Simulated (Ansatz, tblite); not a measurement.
# [SiH5]-: removing an electron

One table from this session's results is given with a row withheld; the runs are named, their logs left out.

Program: Ansatz 0.2.0, Gaussian basis. Level of theory: as each input shows. These are calculated values, not measurements.

The runs, in order: charge 0 doublet, at the geometry of the singlet (PBE0-D4/def2-TZVPD, PBE-D4/def2-TZVPD, r2SCAN-D4/def2-TZVPD, LC-ωPBE(0.10)/def2-TZVPD, LC-ωPBE(0.15)/def2-TZVPD, LC-ωPBE(0.20)/def2-TZVPD, LC-ωPBE(0.30)/def2-TZVPD, CCSD(T)/def2-TZVPPD); charge 0 doublet, relaxed (PBE0-D4/def2-TZVPD, PBE-D4/def2-TZVPD); the starting singlet's energies come from earlier runs.

## The structure

The geometry is that of the singlet, from an earlier relaxation (PBE0-D4/def2-TZVPD).

6 atoms, charge -1, spin multiplicity 1.

Atoms are counted from 1 here; the program's logs count them from 0.

Bond lengths: Si1–H2 1.622 Å, Si1–H3 1.622 Å, Si1–H4 1.532 Å, Si1–H5 1.532 Å, Si1–H6 1.532 Å. Angles: H2–Si1–H3 180.0°, H2–Si1–H4 90.0°, H2–Si1–H5 90.0°, H2–Si1–H6 90.0°, H3–Si1–H4 90.0°, H3–Si1–H5 90.0°, H3–Si1–H6 90.0°, H4–Si1–H5 120.0°, H4–Si1–H6 120.0°, H5–Si1–H6 120.0°.

Coordinates:

```xyz
6
charge -1, multiplicity 1
Si    0.0000    0.0000    0.0000
H    -0.0205   -0.0079    1.6220
H     0.0206    0.0079   -1.6220
H     1.5323    0.0129    0.0195
H    -0.7774    1.3207   -0.0033
H    -0.7550   -1.3335   -0.0161
```

The ion is computed in the gas phase, without counter-ions or solvent.

The first run:

Input file in.yaml:

```yaml
crystal:
  periodic: [false, false, false]
  atoms:
    - {symbol: Si, position_ang: [0.000005, 0.000001, -0.000004]}
    - {symbol: H, position_ang: [-0.020515, -0.007913, 1.621966]}
    - {symbol: H, position_ang: [0.020567, 0.007904, -1.621983]}
    - {symbol: H, position_ang: [1.532304, 0.012866, 0.019467]}
    - {symbol: H, position_ang: [-0.777393, 1.320652, -0.003342]}
    - {symbol: H, position_ang: [-0.754957, -1.333509, -0.016104]}
basis:
  gaussian: {orbitals: def2-TZVPD}
magnetization: {spin_polarized: true, initial_magnetization: 1}
hamiltonian: {xc: pbe0, dispersion: d4}
output: {orbitals: {seedname: orbitals}}
```

Command:

```console
$ ansatz run in.yaml --threads 4 --pin off --events-out ev --progress --plain --max-ram 3916MiB
```

Steps of the session up to this table: Charge 0 doublet at the fixed geometry, PBE0-D4/def2-TZVPD; Charge 0 doublet at the fixed geometry, PBE-D4/def2-TZVPD; Charge 0 doublet at the fixed geometry, r2SCAN-D4/def2-TZVPD; Charge 0 doublet at the fixed geometry, LC-ωPBE(0.10)/def2-TZVPD; Charge 0 doublet at the fixed geometry, LC-ωPBE(0.15)/def2-TZVPD; Charge 0 doublet at the fixed geometry, LC-ωPBE(0.20)/def2-TZVPD; Charge 0 doublet at the fixed geometry, LC-ωPBE(0.30)/def2-TZVPD; Charge 0 doublet at the fixed geometry, CCSD(T)/def2-TZVPPD.

One of the session's tables, all rows but one given; the rest of the session is left out.

It belongs to the step «Vertical ionisation energy». 

```
              method  vertical ionisation energy (eV)
      HF/def2-TZVPPD                             1.69
   PBE-D4/def2-TZVPD                             1.89
r2SCAN-D4/def2-TZVPD                             1.85
  PBE0-D4/def2-TZVPD                             2.03
     MP2/def2-TZVPPD                             2.26
    CCSD/def2-TZVPPD                             2.26
 CCSD(T)/def2-TZVPPD                                ?
```

Q: Estimate the row for CCSD(T)/def2-TZVPPD from the others.

As computed: vertical ionisation energy (eV): 2.24. In the column «vertical ionisation energy (eV)» it lies between PBE0-D4/def2-TZVPD (2.03) and MP2/def2-TZVPPD (2.26).

Limits of these values: The anion's highest level is positive in at least one run, so there the basis alone may hold the extra electron.
